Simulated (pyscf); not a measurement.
**Four-centre exchange: H₂Se + SiH₄ → H₃Si–SeH + H₂**

Gas phase, singlet surface, charge 0. Bonds broken: Se1–H2, Si4–H5. Bonds formed: Se1–Si4, H2–H5. Structures and frequencies: ωB97X-D3(BJ)/def2-SVP in PySCF.

Transition state (Å):

```xyz
8

Se    -0.4833     0.3071     1.2490
H     -1.8219     0.0408     0.0157
H      0.0154    -1.0484     0.9862
Si    -0.7940     0.8262    -1.3399
H     -2.2509     0.0489    -0.8478
H     -1.0887     2.2411    -1.0173
H      0.6347     0.4379    -1.5032
H     -1.3569     0.5284    -2.7048
```

One imaginary mode, 1380i cm⁻¹; descent along it reached the two sides named.

```csv
bond,change,reactant side (Å),saddle,product side
Se1–H2,breaks,1.465,1.840,3.2
Si4–H5,breaks,1.491,1.723,3.6
Se1–Si4,forms,3.7,2.7,2.276
H2–H5,forms,3.3,0.964,0.761
```

Electronic energies relative to the separated reactants (kcal/mol):

```csv
level,barrier,reaction energy,reverse barrier
ωB97X-D3(BJ)/def2-TZVP,46.7,-12.2,58.9
PBE/def2-TZVP,39.4,-9.1,48.5
r²SCAN/def2-TZVP,42.2,-9.9,52.0
B3LYP-D3(BJ)/def2-TZVP,46.1,-8.7,54.7
PBE0-D3(BJ)/def2-TZVP,42.1,-9.7,51.8
M06-2X/def2-TZVP,47.0,-10.7,57.7
ωB97M-D3(BJ)/def2-TZVP,48.9,-8.0,56.9
HF/def2-TZVP,68.6,-4.3,72.9
```

With ωB97M-D3(BJ)/def2-TZVP energies and thermal terms (ideal gas, 1 atm, RRHO with modes under 100 cm⁻¹ raised to 100, one conformer, R ln 2 for chiral ones without a mode under 150 cm⁻¹), in kcal/mol:

| T (K) | ΔH‡ | ΔG‡ | ΔH | ΔG |
|---|---|---|---|---|
| 298 | 48.2 | 56.7 | -8.8 | -8.2 |
| 600 | 48.6 | 65.1 | -7.6 | -8.2 |
| 900 | 49.3 | 73.3 | -6.7 | -8.7 |
| 1200 | 50.1 | 81.1 | -6.2 | -9.4 |

One saddle was located; it need not be the lowest between these sides. Elements up to Kr have no core potential and no relativistic terms here.
